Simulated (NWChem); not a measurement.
# An input for BPH6 (SMILES [BH3-][PH3+])

BPH6: 8 atoms, total charge 0, spin state singlet. SMILES: `[BH3-][PH3+]`. The coordinates come from a PBE0-D4/def2-TZVP relaxation.

```csv
atom,x (Å),y (Å),z (Å)
B,-0.5561,0.2272,-0.9140
P,0.4339,-0.1816,0.6677
H,-1.6934,0.3431,-0.5201
H,-0.3678,-0.7302,-1.6280
H,-0.0555,1.2542,-1.3099
H,0.4188,0.7557,1.7188
H,1.8231,-0.3803,0.5471
H,0.0892,-1.3452,1.3826
```

Settings wanted:

```yaml
task: gradient
method: DFT
functional: M06-2X
basis_set: def2-SVPD
reference: RKS
relativity: none
integration_grid: fine
SCF_convergence_threshold: 1e-08
iteration_cap: 100
module: dft
```

Problem. Write the NWChem 7.3.0 input and the command.

Solution. This one ran through:

job.nw:
```
start job
title "BH6P"
memory 2200 mb

geometry units angstrom noautosym nocenter noautoz
 B    -0.556100    0.227200   -0.914000
 P     0.433900   -0.181600    0.667700
 H    -1.693400    0.343100   -0.520100
 H    -0.367800   -0.730200   -1.628000
 H    -0.055500    1.254200   -1.309900
 H     0.418800    0.755700    1.718800
 H     1.823100   -0.380300    0.547100
 H     0.089200   -1.345200    1.382600
end

basis spherical bse
 * library def2-SVPD
end

dft
 xc m06-2x
 grid fine
 convergence energy 1e-08
 maxiter 100
 mulliken
 print medium
end

task dft gradient
```

```bash
$ nwchem job.nw > job.out
```

Calculated total energy: -369.61115 Eh, largest force 0.340 eV/Å.
